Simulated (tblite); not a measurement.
Run record: tight-binding relaxation, `C#C[CH]Cl` [radical].

Computed with GFN2-xTB geometry optimisation, gas phase (tblite 0.8.0). Start geometry: from a force field or distance geometry. A driver script takes a list of jobs; this job's settings line and coordinates (Å) are shown.

Command:
```bash
OMP_NUM_THREADS=1 python probes_run.py task.json out
```

Input:
```
{"job": {"kind": "relax", "xc": "GFN2-xTB", "basis": "xTB"}, "charge": 0, "multiplicity": 2}
C      1.566600    -0.189600    -0.173800
C      0.366300    -0.104400    -0.020200
C     -1.012900    -0.022600     0.184300
Cl    -1.901700     1.351400    -0.359600
H      2.610100    -0.252400    -0.312200
H     -1.625200    -0.780400     0.659900
```

Output:
```
step      E/eV     max force
  0    -322.57958    1.686
  1    -322.58628    2.173
  2    -322.61090    0.532
  3    -322.61796    0.328
  4    -322.62239    0.185
  5    -322.62380    0.151
  6    -322.62493    0.111
  7    -322.62581    0.086
  8    -322.62603    0.037
  9    -322.62609    0.029
 10    -322.62614    0.025
 11    -322.62618    0.017
 12    -322.62619    0.012
 13    -322.62620    0.010
 14    -322.62620    0.011
 15    -322.62621    0.013
 16    -322.62622    0.012
 17    -322.62622    0.005
```

«max force» is the largest atomic force in eV/Å.

Problem. From which step on does the largest force stay under 0.1 eV/Å, and how much energy is left to gain from there?

Solution. From step 7 (0.086 eV/Å), 0.4 meV above the end.

Main results: energy lowered by 1.1 kcal/mol over 17 steps; largest atomic force 0.005 eV/Å at the end.

Problem. Give the final coordinates.

Solution. 0.032 Å rms from the input after alignment:
```
atom  x, y, z in Å
C1     1.5421   -0.1735   -0.1762
C2     0.3396   -0.1147   -0.0033
C3    -1.0043   -0.0180    0.1742
Cl4   -1.8720    1.3506   -0.3638
H5     2.5788   -0.2554   -0.3090
H6    -1.5811   -0.7871    0.6564
```

The run took 0.15 s wall on one thread of an AMD EPYC (shared host).
Labels such as C1 count atoms from 1, the log's own numbers from 0.
